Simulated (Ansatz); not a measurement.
Mg3H4⁺. The state is a doublet with charge 1. Geometry r2SCAN-D4/def2-TZVP, that of the neutral singlet; atoms count from 1.

```
atom    x (Å)    y (Å)    z (Å)
 Mg1   0.2529  -0.3859  -1.3688
 Mg2  -1.9451  -1.5565   0.9510
 Mg3   0.4038   0.9070   1.0496
  H4   0.0296  -1.2851  -2.8032
  H5   1.3071  -0.4860   0.1787
  H6   0.3725   1.6122   2.6046
  H7  -0.4208   1.1942  -0.6119
```

The structure comes from a short search, and lower isomers may exist.

Question: Estimate the Mulliken populations from the PBE0/def2-TZVP orbitals of Ansatz.

Answer: 
```
atom  charge (e)  spin (α − β)
 Mg1        0.41         -0.03
 Mg2        0.80          0.82
 Mg3        0.41         -0.03
  H4       -0.11          0.12
  H5       -0.20          0.00
  H6       -0.11          0.12
  H7       -0.20          0.00
```
Mulliken values depend strongly on the basis.

Question: Where does the spin sit?

Answer: Summed by element: Mg 0.76, H 0.24, of 1 unpaired in all. Largest on single atoms: Mg2 0.82, H4 0.12, H6 0.12.
